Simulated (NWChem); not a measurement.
Ionisation of butadiene (C$_{4}$H$_{6}$)

SMILES: C=CC=C
```xyz
10

C     -1.7280    -0.6628     0.0000
C     -0.7001     0.1973     0.0000
C      0.7001    -0.1973     0.0000
C      1.7280     0.6628     0.0000
H     -1.5632    -1.7451     0.0000
H     -2.7643    -0.3169     0.0000
H     -0.9023     1.2755     0.0000
H      0.9023    -1.2755     0.0000
H      2.7643     0.3169     0.0000
H      1.5632     1.7451     0.0000
```
Charge 0, spin multiplicity 1.

Program: NWChem. All single points use one geometry, from PBE0/def2-SVP, a minimum by its harmonic frequencies. It is one conformer; others weren't searched.

Basis set: def2-TZVP. The species with one electron less has spin multiplicity 2 and keeps the geometry of the parent. Δ marks differences of total energies (open shells unrestricted; coupled cluster on restricted open-shell references). −ε marks an orbital energy of the parent. That orbital need not have the symmetry of the hole or added electron in the Δ rows.

The correlated methods keep 4 core orbitals frozen. B3LYP has NWChem's definition, with VWN1-RPA local correlation. The stability of the SCF solutions was not checked.

**Question.** One of these methods gave a first vertical ionisation energy of 8.87 eV. Which?
A) −ε(HOMO) of CAM-B3LYP
B) ΔB3LYP
C) G0W0@HF
D) −ε(HOMO) of PBE0

**Answer.** B, ΔB3LYP. The others give 8.03 (−ε(HOMO) of CAM-B3LYP), 9.24 (G0W0@HF), 6.80 (−ε(HOMO) of PBE0).
